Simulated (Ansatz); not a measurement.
**AlSiH+ (doublet): the correlation ladder, cc-pVTZ**

An exercise on one series of results from a longer session: the logs are not shown, and one member is left open.

The runs use Ansatz 0.2.0, Gaussian basis; cc-pVTZ, core rule «outside noble gas», up to 10 orbitals frozen.

To be run: UHF; CCSD(T) on ROHF; CCSD(T) on UHF; BCCD(T) on ROHF; CCSDT(Q) on ROHF; CCSDT(Q) on UHF; CASSCF and NEVPT2, 7 electrons in 9 orbitals.

15 further runs of the same task are left out: 3 for a known fault of the program, 6 that didn't finish, 6 set aside as unsound or not needed. Runs told in other sessions of the task aren't counted.

**What is computed**

The geometry is a PBE0/def2-TZVP stationary point (not a proven minimum) of the parent state, kept for this charge and spin.

3 atoms, charge 1, spin multiplicity 2.

Atoms are counted from 1 here; the program's logs count them from 0.

Bond lengths: Si1–Al2 2.647 Å, Si1–H3 1.545 Å. Angles: Al2–Si1–H3 78.2°.

Coordinates:

```csv
atom,x (Å),y (Å),z (Å)
Si1,0.0000,-0.0660,1.2777
Al2,0.0000,0.0144,-1.3676
H3,0.0000,1.4550,1.0066
```

Set-up of the first run:

The input, in.yaml:

```yaml
crystal:
  periodic: [false, false, false]
  atoms:
    - {symbol: Si, position_ang: [0.000000, -0.066010, 1.277710]}
    - {symbol: Al, position_ang: [0.000000, 0.014356, -1.367591]}
    - {symbol: H, position_ang: [0.000000, 1.455013, 1.006599]}
basis:
  gaussian: {orbitals: cc-pVTZ}
total_charge: 1
magnetization: {spin_polarized: true, initial_magnetization: 1}
hamiltonian: {xc: hf}
output: {orbitals: {seedname: orbitals}}
```

Run with:

```bash
$ ansatz run in.yaml --threads 1 --pin off --events-out ev --progress --plain --max-ram 2393MiB
```

Among the steps run: UHF; CCSD(T) on ROHF; CCSD(T) on UHF; BCCD(T) on ROHF; CCSDT(Q) on ROHF; CCSDT(Q) on UHF; CASSCF and NEVPT2, 7 electrons in 9 orbitals.

One table of the session follows, with a row left open; its other results are not shown here.

```
        method  from UCCSDT(Q) (meV)
          ROHF                     ?
           UHF               +4341.1
          RMP2               +1084.8
          UMP2               +1142.0
         RCCSD                +205.6
         UCCSD                +194.1
      RCCSD(T)                 +41.9
      UCCSD(T)                 +43.0
       BCCD(T)                 +43.0
        RCCSDT                  +9.2
        UCCSDT                  +7.8
     RCCSDT(Q)                  +1.0
     UCCSDT(Q)                     0
CASSCF valence               +2535.8
NEVPT2 valence                +685.5
```

**Question.** Estimate the row for ROHF.

**Answer.** from UCCSDT(Q) (meV): +4610.5. In the column «from UCCSDT(Q) (meV)» it is the highest.

Limits of these values: Restricted and unrestricted rows rest on different reference determinants; a gap between their highest levels can come from leftover correlation error, from unlike frozen cores or from another state.
